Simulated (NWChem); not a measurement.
System: nitrogen (N$_{2}$); SMILES N#N

```xyz
2

N      0.0000     0.0000     0.5447
N      0.0000     0.0000    -0.5447
```
Atoms are numbered in this order, from 1.

The geometry was optimised at PBE0-D3(BJ)/def2-TZVP.

Task: Give the principal values of the shielding tensors (ppm) of N1 from Hartree-Fock/pcSseg-3, GIAO (NWChem), with their diamagnetic and paramagnetic parts as GIAO splits them.

Result: 
| atom | σ11 | σ22 | σ33 | isotropic | diamagnetic | paramagnetic |
|---|---|---|---|---|---|---|
| N1 | -325.6 | -325.6 | 338.9 | -104.1 | 327.8 | -431.9 |
